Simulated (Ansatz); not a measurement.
Two isomers of C2H3N: A = `C1=NC1`, B = `CC#N`.

Gas-phase electronic energies from Ansatz, PBE0-D4/def2-TZVP geometries. CCSD(T)/CBS adds triple-zeta CCSD(T) − MP2 to the extrapolated MP2 energy (def2 sets, frozen cores). This one scheme is used for every species. Functionals use def2-TZVPP. B3LYP here is the variant with VWN-RPA as its local correlation; programs differ in this.

A:

Z-matrix (Å, degrees):
```
C
N 1 1.527
C 1 1.442 2 49.5
H 1 1.086 2 116.4 3 -108.9
H 1 1.086 2 116.4 3 108.8
H 3 1.082 1 152.1 2 -180.0
```

B:

```xyz
6

C     0.0847   -0.1786   -0.4452
C    -0.1672    0.3527    0.8794
N    -0.3671    0.7739    1.9296
H    -0.4635   -1.1112   -0.5856
H    -0.2371    0.5367   -1.2035
H     1.1503   -0.3735   -0.5746
```

**Question.** Which is lower in electronic energy at CCSD(T)/CBS, and by how much? (Estimate.)

**Answer.** The calculation gave: B, by 199.0 kJ/mol.

**Question.** Give E(B) − E(A) in kJ/mol with B3LYP-D4, PBE-D4, CCSD/def2-TZVPP, LDA (SPW92), HF/def2-TZVPP, BLYP-D4, ωB97M-V. (Best estimate.)

**Answer.** The calculation gave: B3LYP-D4 -201.8, PBE-D4 -181.0, CCSD/def2-TZVPP -206.2, LDA (SPW92) -170.7, HF/def2-TZVPP -227.5, BLYP-D4 -200.4, ωB97M-V -195.2. None reverses the order clearly.

**Question.** Does the order hold for the free energy at 298.15 K (harmonic terms from PBE0-D4)? (An estimate is asked.)

**Answer.** Ansatz gave: Yes: G(B) − G(A) = -196.6 kJ/mol.

Largest T1 diagnostic: 0.012.

In def2-TZVPP, CCSD(T) changes the Hartree–Fock value by +25.1 kJ/mol (the triples alone add +3.8 kJ/mol) and MP2 by +21.2 kJ/mol. Leaving LDA and LC-ωPBE aside and taking each functional with its dispersion term where it has one, the values, not all of them listed here, spread over 27.2 kJ/mol, from BHLYP-D4 to PBE-D4. LDA lies +10.6 kJ/mol from PBE without D4.
